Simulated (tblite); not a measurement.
Compound: AlClH2.
Atom-mapped SMILES: `[AlH2:1][Cl:2]` (hydrogens: H3, H4 on Al1)

Computed with GFN2-xTB (tblite), gas phase: L-BFGS steps from a force-field or distance-geometry start until the largest atomic force falls under 0.01 eV/Å.

At the end of the run (lengths in Å): Al1–Cl2 2.014, Al1–H4 1.537, Al1–H3 1.538, Cl2–Al1–H3 122.0°, H3–Al1–H4 116.1°.

Question: These geometries were met on the way; a selection of coordinates is given. Order them by energy above the end point, lowest first.
A. Al1–Cl2 1.933, Al1–H4 1.598, Al1–H3 1.591, Cl2–Al1–H3 121.8°, H3–Al1–H4 112.8°
B. Al1–Cl2 2.040, Al1–H4 1.586, Al1–H3 1.578, Cl2–Al1–H3 120.2°, H3–Al1–H4 115.8°
C. Al1–Cl2 2.190, Al1–H4 1.603, Al1–H3 1.590, Cl2–Al1–H3 118.1°, H3–Al1–H4 119.2°
D. Al1–Cl2 2.002, Al1–H4 1.546, Al1–H3 1.544, Cl2–Al1–H3 120.4°, H3–Al1–H4 115.9°
E. Al1–Cl2 2.022, Al1–H4 1.575, Al1–H3 1.569, Cl2–Al1–H3 120.3°, H3–Al1–H4 115.7°

Answer: D (0.004 eV), E (0.019 eV), B (0.036 eV), A (0.117 eV), C (0.281 eV).

| step | E above end (eV) | rms distance from the end, all atoms (Å) | largest force (eV/Å) | rms shift of all bonds from the end (Å) |
| --- | --- | --- | --- | --- |
| 5 | 0.004 | 0.020 | 0.342 | 0.009 |
| 4 | 0.019 | 0.034 | 0.423 | 0.029 |
| 3 | 0.036 | 0.044 | 0.532 | 0.040 |
| 2 | 0.117 | 0.043 | 2.764 | 0.066 |
| 0 | 0.281 | 0.099 | 2.123 | 0.113 |

Rows stand in the order of the answer.
